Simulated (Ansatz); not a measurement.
Geometry optimisation, RKS PBE-D4/6-31G* (Ansatz).

input.yaml

```yaml
crystal:
  periodic: [false, false, false]
  atoms:
    - { symbol: Si, position_ang: [-0.097602, 0.0, -0.777604] }
    - { symbol: Cl, position_ang: [1.736227, 0.0, 1.996738] }
    - { symbol: H, position_ang: [2.109967, 0.0, 0.705242] }
    - { symbol: H, position_ang: [-1.098396, 1.111994, -0.413188] }
    - { symbol: H, position_ang: [-1.098396, -1.111994, -0.413188] }
basis:
  gaussian: { orbitals: "6-31G*" }
hamiltonian:
  xc: pbe
  dispersion: d4
relax:
  f_tol: 0.03
  max_steps: 50
```

Command:

```bash
$ ansatz run input.yaml --threads 1 --pin off --max-ram 2048MiB --backend cpu --events-out ev --progress --plain --runs-dir out
```

Question: Where does it end, and by what steps?

Answer: It converged. After 12 steps the energy has fallen by 3.250 eV; H3 moved furthest, 1.51 Å. Parted: Cl2–H3 (1.34 → 2.93 Å). Joined: Si1–Cl2 (3.33 → 2.08 Å), Si1–H3 (2.66 → 1.50 Å).

```json
{"step": "0", "energy less start (eV)": "0.0000", "largest force component (eV/Å)": "0.858", "accepted": "yes"}
{"step": "1", "energy less start (eV)": "-0.0496", "largest force component (eV/Å)": "0.216", "accepted": "yes"}
{"step": "2", "energy less start (eV)": "-0.0780", "largest force component (eV/Å)": "0.702", "accepted": "yes"}
{"step": "3", "energy less start (eV)": "-0.1053", "largest force component (eV/Å)": "1.325", "accepted": "yes"}
{"step": "4", "energy less start (eV)": "-0.1410", "largest force component (eV/Å)": "1.165", "accepted": "yes"}
{"step": "5", "energy less start (eV)": "-0.2194", "largest force component (eV/Å)": "0.826", "accepted": "yes"}
{"step": "6", "energy less start (eV)": "-0.5876", "largest force component (eV/Å)": "1.362", "accepted": "yes"}
{"step": "7", "energy less start (eV)": "-1.4135", "largest force component (eV/Å)": "2.323", "accepted": "yes"}
{"step": "8", "energy less start (eV)": "-2.3551", "largest force component (eV/Å)": "1.868", "accepted": "yes"}
{"step": "9", "energy less start (eV)": "-2.9704", "largest force component (eV/Å)": "1.056", "accepted": "yes"}
{"step": "10", "energy less start (eV)": "-3.1961", "largest force component (eV/Å)": "0.752", "accepted": "yes"}
{"step": "11", "energy less start (eV)": "-3.2497", "largest force component (eV/Å)": "0.040", "accepted": "yes"}
{"step": "12", "energy less start (eV)": "-3.2505", "largest force component (eV/Å)": "0.010", "accepted": "yes"}
```

```xyz
5
Properties=species:S:1:pos:R:3
Si 0.282 0.000 0.096
Cl 0.759 0.000 2.120
H 1.550 0.000 -0.698
H -0.519 1.225 -0.210
H -0.519 -1.225 -0.210
```

Whether the end is a true minimum wasn't checked by a vibrational analysis.

Run time: 7.9 s on 1 thread of Intel(R) Xeon(R) 6975P-C (Granite Rapids) (shared host), peak memory 0.11 GiB.
